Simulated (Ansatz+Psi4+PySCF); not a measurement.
singlet O₃: levels of theory in one basis

```xyz
3

O     0.0000    0.0000    0.0000
O     0.0000    1.0919    0.6717
O     0.0000   -1.0749    0.6613
```

Basis set: cc-pVTZ (spherical functions). Correlated methods keep 3 orbitals frozen. Charge 0, multiplicity 1.

Computed with Ansatz (development build ahead of 0.2.0) and Psi4 1.11; each method stands on the lowest determinant of its kind that the runs found.

| method | E − E(RHF) (eV) | <S²> of the determinant |
| --- | --- | --- |
| RHF | 0.00 | 0.00 |
| UHF | -2.36 | 0.93 |
| UHF-MP2 | -19.48 | 0.93 |
| RHF-CCSD | -20.28 | – |
| UHF-CCSD | -20.38 | 0.93 |
| RHF-CCSD(T) | -21.56 | – |
| UHF-CCSD(T) | -21.29 | 0.93 |

Question: What does RHF-MP2 give on the same scale?

Answer: -21.17 eV.

Question: Is a single determinant a sound starting point here?

Answer: It is doubtful. Unrestricted orbitals lower Hartree–Fock by 2.36 eV and <S²> is 0.93 where a pure state has 0.00, a sign of strong static correlation.

Caution for RHF, RHF-MP2, RHF-CCSD, RHF-CCSD(T): an unrestricted determinant lies well below. Caution for UHF, UHF-MP2, UHF-CCSD, UHF-CCSD(T): the unrestricted determinant is a mixture of spin states. Caution for RHF-MP2, RHF-CCSD, RHF-CCSD(T): large share of triples, a single reference is doubtful. Caution for UHF-MP2, UHF-CCSD, UHF-CCSD(T): large amplitudes, a single reference is doubtful; a plain start can end on a higher determinant. Caution for UHF-MP2, UHF-CCSD(T): another reference gives a lower total. Caution for RHF-CCSD, UHF-CCSD, RHF-CCSD(T), UHF-CCSD(T): the program doubts this total.
